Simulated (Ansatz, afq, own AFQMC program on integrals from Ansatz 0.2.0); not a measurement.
AFQMC on a folder of integrals that Ansatz 0.2.0 wrote.

```yaml
crystal:
  periodic: [false, false, false]
  atoms:
    - {symbol: Si, position_ang: [0.000000, 0.023519, 1.089742]}
    - {symbol: Si, position_ang: [0.000000, -0.076896, -1.189690]}
    - {symbol: H, position_ang: [0.000000, 1.216633, 1.985750]}
    - {symbol: H, position_ang: [0.000000, -1.180037, 1.969732]}
    - {symbol: H, position_ang: [0.000000, 1.450716, -1.170505]}
basis:
  gaussian: {orbitals: aug-cc-pVDZ}
total_charge: 1
magnetization: {spin_polarized: false, initial_magnetization: 2}
correlation: {method: ccsd_t, electrons: outside_noble_gas, hamiltonian_folder: ham}
```

```sh
$ ansatz run in.yaml --threads 1 --pin off --events-out ev --progress --plain --max-ram 16896MiB --backend cuda --devices 0, --max-vram 18GiB
```

Options of the walk:

```
--method phaseless --trial cisd --walkers 1400 --populations 20 --least-time 60 --time-step 0.005 --steps-per-block 50 --equilibration-blocks 28 --max-blocks 4000 --target-error 0.00019 --factor-cut 1e-05 --start spin_pure --seed 5362 --release-times 0.24,0.51,0.99,1.62,2.4 --release-step 0.03 --release-every 3 --taylor-order 6
```

Times are imaginary, in 1/Eh. The walk had a cap of 245 s. With eight or more populations the least sampling time is a fifth of least-time, and the error comes from their spread.

Output of the walk:

```
orbitals 71  electrons 6 4  factors 589 of 809
reference energy -579.23612340 Eh
CCSD correlation -0.19123767 Eh in 14 cycles, weight of the determinant in the CISD state 0.8624
energy of the start -579.427360 Eh
 block  time / (1/Eh)  mean weight  energy / Eh
     1     0.250  0.9997  -579.424681
     2     0.500  0.9999  -579.425295
     3     0.750  0.9997  -579.426590
     4     1.000  1.0001  -579.427784
     5     1.250  1.0000  -579.429071
     9     2.250  0.9999  -579.432583
    15     3.750  1.0000  -579.434445
    23     5.750  1.0000  -579.434550
    25     6.250  1.0000  -579.436017
    31     7.750  0.9996  -579.435819
    39     9.750  0.9999  -579.435919
    47    11.750  1.0002  -579.435905
    55    13.750  0.9996  -579.435137
    63    15.750  0.9998  -579.434797
    67    16.750  0.9999  -579.433330
    71    17.750  1.0002  -579.435431
    79    19.750  1.0002  -579.434893
    87    21.750  1.0003  -579.434767
error from the spread of 20 populations
released: time / (1/Eh)  energy / Eh  error  mean overlap
  0.24  -579.435159  0.000163  0.9986
  0.51  -579.435280  0.000129  1.0005
  0.99  -579.435500  0.000155  0.9965
  1.62  -579.435631  0.000122  0.9974
  2.40  -579.435965  0.000206  0.9869
energy -579.435045 +/- 0.000184 Eh
(rows thinned)
```

The run passed its tests (sampling time, drift between the halves within three errors, error under three times the target), which doesn't prove that it has relaxed. The second half of the sampling lies above the first by 1.9 errors of their difference, so the energy may still be moving and its error bar be too small.

Against this walk (error 5.0 meV) on the same determinant: CCSD(T) 32.6 meV higher, CCSDT(Q) 23.8 meV lower. The error is statistical and leaves out the bias of the constraint. The released energies are still falling (meV from the phaseless value at times in 1/Eh: -3 ± 4 at 0.24, -6 ± 4 at 0.51, -12 ± 4 at 0.99, -16 ± 3 at 1.62, -25 ± 6 at 2.40), so they give no level; they do show a bias of the constraint, and the last of them that isn't too noisy lies 1 meV below CCSDT(Q). CCSDT(Q) is the surest value here, so the walk's 24 meV above it is most likely the bias of the constraint with this trial, which can have either sign.

Cautions: constraint bias not in the error; another spin lies lower (by 266 meV).

The walk took 99 s on 1 × NVIDIA H100 80GB HBM3 with 2 threads of AMD EPYC 7R13 Processor (Zen 3) (shared host) (the card was shared). The log's last line is the phaseless energy.

CCSDT and higher add their correlation energy to the determinant of the CCSD(T) run, since their own runs factorise the integrals more tightly (a shift of under 2 meV). A walk keeps the symmetry of its determinant, which the program's search chose and which needn't be the lowest solution, so a lower state of the same spin and another symmetry isn't excluded.
